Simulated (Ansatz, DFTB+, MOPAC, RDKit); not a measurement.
Molecule: ethane, C$_{2}$H$_{6}$, net charge 0, singlet state. SMILES: CC

Atoms: C1, C2, H3, H4, H5, H6, H7, H8. Bonds: C1-C2, C1-H3, C1-H4, C1-H5, C2-H6, C2-H7, C2-H8.

Bond lengths (Å) and angles (degrees) optimised at MMFF94 with RDKit; PM3 with MOPAC; PM6 with MOPAC; SCC-DFTB with DFTB+; HF/6-31G* with Ansatz (a program for electronic structure); PBE/6-31G* with Ansatz, each started from the B3LYP-D3(BJ)/def2-TZVP structure (Ansatz) of the last column. A row stands for all coordinates that are equal there. 6-31G* holds six Cartesian d functions. No wavenumbers were computed at MMFF94, SCC-DFTB, PBE/6-31G*, so these may be saddle points.

```tsv
coordinate	MMFF94	PM3	PM6	SCC-DFTB	HF/6-31G*	PBE/6-31G*	B3LYP-D3(BJ)/def2-TZVP
C1-C2	1.512	1.504	1.520	1.500	1.527	1.531	1.526
C1-H3	1.094	1.098	1.096	1.098	1.086	1.104	1.092
C2-C1-H3	110.6	111.6	111.5	111.1	111.2	111.4	111.3
H3-C1-H4	108.4	107.2	107.4	107.7	107.7	107.4	107.6
```

Mean signed difference of all 7 bond lengths from B3LYP-D3(BJ)/def2-TZVP: MMFF94 0.000 Å, PM3 0.002 Å, PM6 0.003 Å, SCC-DFTB 0.002 Å, HF/6-31G* -0.005 Å, PBE/6-31G* 0.011 Å.
